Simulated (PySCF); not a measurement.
Below is a simulated gas-phase P 2p photoelectron spectrum of `CPC` (dimethylphosphine).

Every computed line was given a Gaussian of 0.4 eV full width at half maximum and an area set by the number of equivalent atoms (split 2:1 within a doublet); the highest printed point is 100. The calculation used delta-SCF UKS SCAN, pcX-2 on the ionised atom, pcseg-1 elsewhere, spin-free X2C in PySCF 2.14.0.

(binding energy (eV), intensity): (135.7, 1), (135.8, 3), (135.9, 13), (136.0, 37), (136.1, 72), (136.2, 100), (136.3, 98), (136.4, 68), (136.5, 33), (136.6, 12), (136.7, 5), (136.8, 7), (136.9, 19), (137.0, 37), (137.1, 50), (137.2, 49), (137.3, 33), (137.4, 16), (137.5, 5), (137.6, 1), (137.7, 0)

**Question.** Count the maxima, the lines and the sites behind this envelope.

**Answer.** The curve has 2 maxima (at 136.2 and 137.1 eV). Under it lie 2 lines from 1 inequivalent phosphorus site, drawn as a 2p3/2, 2p1/2 pair.

**Question.** Decompose the envelope and assign each component. Numbering: `[CH3:1][PH:2][CH3:3]`.

**Answer.** 
```tsv
position (eV)	relative area	line	atoms	environment
136.24	0.67	P 2p3/2	P2	phosphine phosphorus
137.14	0.33	P 2p1/2	P2	phosphine phosphorus
```

No satellites, vibrations or lifetime broadening are included. Spin–orbit coupling isn't in the SCF: each 2p doublet comes from a relaxed spin-free hole plus a matrix of the shell (mean-field spin–orbit coupling and the ground-state 2p splitting), with 2p3/2 averaged over its two sublevels. 2p1/2 minus 2p3/2 (ligand field included): P 0.90 eV. Geometry: PBE0-D3(BJ)/def2-SVP; no solvent, vibrations or thermal averaging.

Time: 11 s. Hardware: an Arm Neoverse V1 with one thread, no GPU (shared host).
